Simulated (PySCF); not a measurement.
# Working out the ionisation energy of C

C [He] 2s2 2p2 (3P) → C⁺ [He] 2s2 2p1 (2P). All numbers are calculated (PySCF 2.14, no relativity, point nucleus, in aug-cc-pVDZ (4s3p2d, 23 functions)). Frozen: 1s2. Energies in hartree (1 hartree = 27.21139 eV):

```
            part   C (lower)  C⁺ (upper)
             UHF  -37.687763  -37.290253
CCSD correlation   -0.075841   -0.067257
             (T)   -0.001261   -0.000686
```

Q: What does Hartree-Fock give?

A: (-37.290253) − (-37.687763) = 0.397510 hartree = 10.817 eV.

Q: What do CCSD and CCSD(T) give?

A: The CCSD correlation energies differ by 0.008584 hartree = 0.234 eV and the triples by 0.000575 hartree = 0.016 eV, so CCSD gives 11.051 eV and CCSD(T) 11.067 eV.

Measured between the centres of the two terms (NIST): 11.262 eV, so CCSD(T) (valence) is off by -0.195 eV.

A double-zeta basis recovers only part of the correlation energy.

What remains against the reference includes basis incompleteness, the frozen core and higher excitations.
